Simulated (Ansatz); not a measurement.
```yaml
crystal:
  periodic: [false, false, false]
  atoms:
    - {symbol: Na, position_ang: [0.032070, 0.008962, -1.418733]}
    - {symbol: Cl, position_ang: [0.079580, -0.094147, 0.987804]}
basis:
  gaussian: {orbitals: cc-pVTZ-DK}
magnetization: {spin_polarized: true, initial_magnetization: 1}
hamiltonian: {xc: {name: wPBEh}}
```

```sh
$ ansatz run in.yaml --threads 2 --pin off --events-out ev --progress --plain --max-ram 32768MiB --backend cpu
```

Shortened log:

```
Error: a molecule whose nuclei and cores have a total charge of 28 cannot have a net charge of 0 together with 1 unpaired electrons
```

Task: What is wrong with this run?

Result: The number of unpaired electrons doesn't fit the electron count. The program refused the input.
